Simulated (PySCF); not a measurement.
Job file and geometry (Å, from PBE0-D3(BJ)/def2-SVP) of an NMR shielding run on `[BH3-]C#N`, [CH3BN]-, GIAO PBE0/pcSseg-1 NMR shielding, non-relativistic, gas phase in PySCF; density fitting, a coarse starting grid and PySCF grid level 2 are the driver's defaults:

```
$ OMP_NUM_THREADS=1 python probes_run.py task.json out

{"job": {"kind": "nmr", "xc": "PBE0", "basis": "pcSseg-1"}, "charge": -1, "multiplicity": 1}
B     -0.509591    -0.015607    -0.031564
C      1.077702    -0.012969     0.008026
N      2.243968    -0.013016     0.036256
H     -0.892967    -0.911285    -0.798054
H     -0.942842    -0.225213     1.110820
H     -0.906900     1.086050    -0.437914
```

**Question.** What does the program print?

**Answer.** 
```
coarse grid: 5096 points
cycle   1  E = -119.3239126546  dE = -1.610e-02  |g| = 3.895e-01  |ddm| = 2.012e+00
cycle   2  E = -119.3161677153  dE =  7.745e-03  |g| = 4.989e-01  |ddm| = 9.975e-01
cycle   3  E = -119.3682295239  dE = -5.206e-02  |g| = 1.750e-01  |ddm| = 4.328e-01
cycle   4  E = -119.3756934561  dE = -7.464e-03  |g| = 1.918e-02  |ddm| = 1.311e-01
cycle   5  E = -119.3757766497  dE = -8.319e-05  |g| = 2.701e-03  |ddm| = 1.423e-02
cycle   6  E = -119.3757782225  dE = -1.573e-06  |g| = 6.341e-04  |ddm| = 2.295e-03
final grid: 49528 points
cycle   7  E = -119.3921156029  dE = -1.089e-05  |g| = 3.065e-03  |ddm| = 1.347e-02
cycle   8  E = -119.3921164658  dE = -8.630e-07  |g| = 2.562e-03  |ddm| = 6.300e-03
cycle   9  E = -119.3921184836  dE = -2.018e-06  |g| = 1.073e-04  |ddm| = 2.802e-03
cycle  10  E = -119.3921184817  dE =  1.974e-09  |g| = 1.407e-04  |ddm| = 1.328e-04
cycle  11  E = -119.3921184860  dE = -4.305e-09  |g| = 1.555e-05  |ddm| = 8.730e-05
cycle  12  E = -119.3921184860  dE = -5.790e-11  |g| = 3.676e-06  |ddm| = 1.621e-05
converged SCF energy = -119.3921184860

GIAO shielding tensors (ppm)
atom      isotropic    diamagn.    paramagn.     s11        s22        s33       span
  0 B      151.667     188.367     -36.700    147.816    147.831    159.355     11.539
  1 C       36.007     257.222    -221.215    -90.141    -90.130    288.291    378.432
  2 N      -41.097     342.998    -384.095   -212.633   -212.580    301.923    514.556
  3 H       30.761      29.216       1.544     28.211     30.194     33.877      5.666
  4 H       30.764      29.238       1.526     28.216     30.194     33.882      5.666
  5 H       30.766      29.233       1.533     28.218     30.194     33.886      5.668
```

**Question.** Turn these shieldings into chemical shifts. References, each an isolated molecule treated in the same way: ¹¹B (σref 100.73) vs BF3·OEt2; ¹³C (σref 184.41), ¹H (σref 31.27) against TMS; ¹⁵N (σref 265.67) vs NH3.

**Answer.** Averaging equivalent atoms: B 0: -50.9; C 1: 148.4; N 2: 306.8; H 3/4/5: 0.50 ppm. Experimental scales use liquid or dissolved standards, which lie at an offset from isolated NH3 (liquid NH3: subtract about 20 ppm). Unscaled 15N shifts of sp2 nitrogen come out 20 to 40 ppm too high even then.

Size and cost of the density-fitted run: 66 basis functions, 3.1 s wall time on 1 thread of an Arm Neoverse V2, shared host; peak memory 0.3 GiB.
